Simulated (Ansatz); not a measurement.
Energy needed to pull apart CH6OSi, closed shell, into free ground-state atoms, from the structure below (displaced at random from its PBE0-D4/def2-TZVP minimum); no zero-point or spin–orbit terms; open-shell atoms are treated unrestricted, in their ground-state multiplicity.

```
9
angstrom
C -0.3951 0.9673 -0.7162
O 0.7027 0.0564 -0.3322
Si 0.4670 -1.1342 0.6746
H -1.4914 0.4110 -1.1778
H -0.0201 1.5005 -1.6840
H -0.7817 1.7943 -0.0462
H 1.8605 -1.6504 0.7915
H -0.6805 -1.8058 0.4120
H 0.1947 -0.3256 2.0742
```

Computed with Ansatz 0.2.0 (basis: def2-TZVPP); correlated methods freeze the cores.

```
   method  atomization energy (kcal/mol)
   PBE-D4                          710.2
r2SCAN-D4                              ?
  PBE0-D4                          698.5
  wB97M-V                          707.2
       HF                              ?
      MP2                          691.9
     CCSD                          681.1
  CCSD(T)                          689.5
```

What does HF give? (Judge from chemistry; the value comes from the calculation.)

By the calculation: 512.2 kcal/mol, which is about 177.3 kcal/mol less than CCSD(T)/def2-TZVPP.

What does r2SCAN-D4 give? (An estimate is asked for; the value comes from the calculation.)

The calculation gives: 705.5 kcal/mol, which is about 16.0 kcal/mol more than CCSD(T)/def2-TZVPP.

In triple zeta the MP2 and coupled-cluster atomization energies are still short of their basis limit by a few kcal/mol a bond, whereas those of the functionals are nearly converged, so these differences are not deviations from converged CCSD(T).

No T1 diagnostic of these runs exceeds 0.012.

For scale, one of the runs: CCSD(T)/def2-TZVPP forces, 188 basis functions (an equivalent command: `ansatz run in.yaml --threads 2`). Time: 2.2 min of wall clock on 2 CPU threads; the host was shared. Peak host memory: 3.6 GiB.
